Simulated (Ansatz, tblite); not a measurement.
Elastic constant C44 (GPa) of solids drawn from the class of alkali halides, at two levels: GFN1-xTB tight binding with its D3(BJ) term, in tblite, supercell at the zone centre, Fermi filling at 1000 K (free energies), no spin polarisation (tblite), and r²SCAN (plane waves, PAW; Ansatz, a quantum-chemistry and plane-wave program).

```csv
solid,GFN1-xTB,r²SCAN,shift (%)
rock-salt NaCl,6.30,13.7,+117
rock-salt KI,1.65,3.95,+139
rock-salt NaF,12.3,28.8,+134
rock-salt NaI,8.26,8.13,-1.6
rock-salt LiF,25.6,67.3,+163
rock-salt KF,46.3,12.3,-73
rock-salt KCl,1.89,6.50,+244
rock-salt KBr,0.44,5.31,+1107
rock-salt LiCl,25.4,27.4,+7.9
```

The shifts run from -73 % to +1107 %, with a median of +134 %.

Over all 9 rows r²SCAN is the larger in 7.

Spin–orbit coupling is left out, also for the solids with elements from indium on (rock-salt KI, rock-salt NaI); its size isn't shown.

Each level is taken at its own relaxed cell. Caveats: the method was fitted mainly to molecules (GFN1-xTB: rock-salt NaCl, rock-salt KI, rock-salt NaF, rock-salt NaI, rock-salt LiF, rock-salt KF and 3 more); the relaxed volume lies over a fifth from the starting cell (GFN1-xTB: rock-salt KCl); the run uses a supercell at the zone centre in place of a k mesh (GFN1-xTB: rock-salt NaCl, rock-salt KI, rock-salt NaF, rock-salt NaI, rock-salt LiF, rock-salt KF and 3 more). Ansatz's density-functional and Hartree–Fock values are scalar-relativistic unless marked +SOC, with PAW data made under PBE.
